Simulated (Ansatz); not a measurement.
# H8N2Si: the cost of one run

Method: UKS BHLYP/STO-3G, in Ansatz 0.2.0.

## Step 1: The starting structure

Bond lengths: Si1–H3 1.479 Å, Si1–H4 1.460 Å, Si1–N5 1.720 Å, Si1–N7 2.121 Å, N5–H8 1.007 Å, N5–H9 1.005 Å, N7–H10 1.012 Å, N7–H11 1.012 Å. Angles: H3–Si1–H4 103.6°, H3–Si1–N5 99.6°, H3–Si1–N7 95.0°, H4–Si1–N5 127.2°, H4–Si1–N7 114.4°, N5–Si1–N7 109.9°, Si1–N5–H8 118.0°, Si1–N5–H9 120.2°, H8–N5–H9 110.4°, Si1–N7–H10 115.5°, Si1–N7–H11 114.5°, H10–N7–H11 107.8°.

Coordinates:

```xyz
11

Si   -0.5784   -0.3742    0.2358
H    -0.2408    1.4688    0.3676
H    -0.6215   -1.7359   -0.3397
H    -1.9839   -0.0536    0.4643
N     0.6420   -0.6035    1.4253
H     0.1175    1.4829   -0.5482
N     0.2579    0.5312   -1.4904
H     0.7351   -1.5174    1.8375
H     0.8206    0.1097    2.1112
H    -0.3226    0.5065   -2.3192
H     1.1742    0.1855   -1.7441
```

## Step 2: Run 1

150 steps of 0.5 fs at constant energy, with velocities drawn for 100 K.

Contents of input.yaml:

```yaml
crystal:
  periodic: [false, false, false]
  atoms:
    - { symbol: Si, position_ang: [-0.5784, -0.3742, 0.2358] }
    - { symbol: H, position_ang: [-0.2408, 1.4688, 0.3676] }
    - { symbol: H, position_ang: [-0.6215, -1.7359, -0.3397] }
    - { symbol: H, position_ang: [-1.9839, -0.0536, 0.4643] }
    - { symbol: "N", position_ang: [0.642, -0.6035, 1.4253] }
    - { symbol: H, position_ang: [0.1175, 1.4829, -0.5482] }
    - { symbol: "N", position_ang: [0.2579, 0.5312, -1.4904] }
    - { symbol: H, position_ang: [0.7351, -1.5174, 1.8375] }
    - { symbol: H, position_ang: [0.8206, 0.1097, 2.1112] }
    - { symbol: H, position_ang: [-0.3226, 0.5065, -2.3192] }
    - { symbol: H, position_ang: [1.1742, 0.1855, -1.7441] }
magnetization:
  spin_polarized: true
basis:
  gaussian: { orbitals: STO-3G }
hamiltonian:
  xc: { name: BHLYP }
md:
  timestep: 0.5
  n_steps: 150
  ensemble: nve
  temperature: 100.0
  initial_velocities: maxwell_boltzmann
  seed: 879369
```

On the command line:

```console
ansatz run input.yaml --threads 1 --pin off --max-ram 2048MiB --backend cpu --events-out ev --progress --plain --runs-dir out
```

**Question.** How long does this run take on 1 thread of Arm Neoverse V1, shared host, and how much memory does it need?

About 4.9 min, with a peak of 0.1 GiB.
